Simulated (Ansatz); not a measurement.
Relaxation of AlH5O (7 atoms, charge 0, multiplicity 1), to a largest force component of 0.03 eV/Å in at most 50 steps.

Level of theory: RKS r2SCAN-D4/def2-SVP in Ansatz 0.2.0.

```xyz
7
Properties=species:S:1:pos:R:3
Al 0.070 0.435 -0.491
O -0.030 0.074 2.446
H -0.961 -0.059 2.672
H 1.439 -0.133 -1.059
H -1.331 -0.211 -0.868
H 0.072 1.749 0.375
H -0.019 0.993 2.081
```

Where does it end, and by what steps?

It converged. After 7 steps the energy has fallen by 0.771 eV; H3 moved furthest, 0.60 Å. Joined: Al1–O2.

| step | energy less start (eV) | largest force component (eV/Å) | accepted |
| --- | --- | --- | --- |
| 0 | 0.0000 | 0.833 | yes |
| 1 | -0.1376 | 1.752 | yes |
| 2 | -0.3779 | 2.101 | yes |
| 3 | -0.6265 | 0.556 | yes |
| 4 | -0.7161 | 0.544 | yes |
| 5 | -0.7620 | 0.212 | yes |
| 6 | -0.7696 | 0.045 | yes |
| 7 | -0.7705 | 0.029 | yes |

```xyz
7
Properties=species:S:1:pos:R:3
Al 0.026 0.486 -0.144
O -0.028 0.132 1.856
H -0.829 -0.328 2.149
H 1.353 -0.264 -0.615
H -1.390 -0.202 -0.463
H 0.064 2.087 -0.021
H 0.043 0.936 2.393
```

Whether the end is a true minimum wasn't checked by a vibrational analysis.

The run took 20 s on 1 thread of Arm Neoverse V1, on a shared host, peak memory 0.12 GiB.
